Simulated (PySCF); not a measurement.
# C3H3: the cost of one run

The runs use PySCF 2.14.0; levels as typed in each script, gas phase, geometry from GFN2-xTB.

## 1. The system as given

SMILES `[CH-]1C=C1`, 6 atoms, charge -1, spin multiplicity 1.

Bond lengths: C1–C2 1.554 Å, C1–C3 1.554 Å, C1–H4 1.222 Å, C2–C3 1.301 Å, C2–H5 1.089 Å, C3–H6 1.089 Å. Angles: C2–C1–C3 49.5°, C2–C1–H4 106.7°, C3–C1–H4 106.7°, C1–C2–C3 65.2°, C1–C2–H5 151.9°, C3–C2–H5 141.8°, C1–C3–C2 65.3°, C1–C3–H6 151.9°, C2–C3–H6 141.8°.

Geometry (Å):

```
C    -0.97098    0.00059   -0.18320
C     0.43109    0.65033   -0.01512
C     0.43013   -0.65079   -0.01515
H    -1.49196    0.00066    0.92175
H     1.07638    1.50553    0.17957
H     1.07415   -1.50695    0.17949
```

## 2. Localised orbitals (wB97X/cc-pvtz)

Contents of input.py:

```python
import numpy as np
from pyscf import gto, scf, dft, lo
from pyscf.data.elements import chemcore

def solve(mol, dm0=None, hcore=None):
    mf = (dft.UKS if mol.spin else dft.RKS)(mol, xc='wb97x')
    mf.grids.level = 3
    mf = mf.density_fit(auxbasis='def2-universal-jkfit')
    mf.conv_tol, mf.max_cycle = 1e-8, 80
    if hcore is not None:
        mf.get_hcore = lambda *args: hcore
    mf.kernel(dm0)
    if not mf.converged:
        mf = mf.newton().run(mf.mo_coeff, mf.mo_occ, max_cycle=30)
    assert mf.converged, 'SCF not converged'
    return mf

mol = gto.M(atom='''
C     -0.97098     0.00059    -0.18320
C      0.43109     0.65033    -0.01512
C      0.43013    -0.65079    -0.01515
H     -1.49196     0.00066     0.92175
H      1.07638     1.50553     0.17957
H      1.07415    -1.50695     0.17949
''', basis='cc-pvtz', charge=-1, spin=0, verbose=4)
mf = solve(mol)
occ_all = mf.mo_coeff[:, mf.mo_occ > 0]
occ = occ_all[:, chemcore(mol):]
pm = lo.PM(mol, occ, pop_method='meta_lowdin')
loc = pm.kernel()
for _ in range(5):
    new, stable = pm.stability_jacobi(return_status=True)
    if stable:
        break
    loc = pm.kernel(new)
fock, s = mf.get_fock(), mf.get_ovlp()
ortho = lo.orth_ao(mol, 'meta_lowdin')
labels = mol.ao_labels(fmt=None)
vir = loc[:, :0]
both = np.hstack([loc, vir])
p = (ortho.T @ s @ both) ** 2
pop = np.array([p[[l[0] == a for l in labels]].sum(0) for a in range(mol.natm)])
spd = np.array([[p[[l[0] == a and l[2][-1] == k for l in labels]].sum(0) for k in 'spd'] for a in range(mol.natm)])
eps = np.einsum('pi,pq,qi->i', both, fock, both)
for i in np.argsort(eps):
    top = np.argsort(-pop[:, i])[:3]
    print('%3d %s %9.4f Eh ' % (i + 1, 'occ' if i < loc.shape[1] else 'vir', eps[i]), '  '.join('%s%d %.3f' % (mol.atom_symbol(a), a + 1, pop[a, i]) for a in top))
np.savez('result.npz', c=both, nocc=loc.shape[1], pop=pop, spd=spd, eps=eps, e=mf.e_tot)
```

Started as:

```
$ OMP_NUM_THREADS=1 python input.py
```

What time and memory should one allow on 1 thread of Intel Xeon Platinum 8488C (Sapphire Rapids), shared host?

About 8.5 s, with a peak of 0.53 GiB.
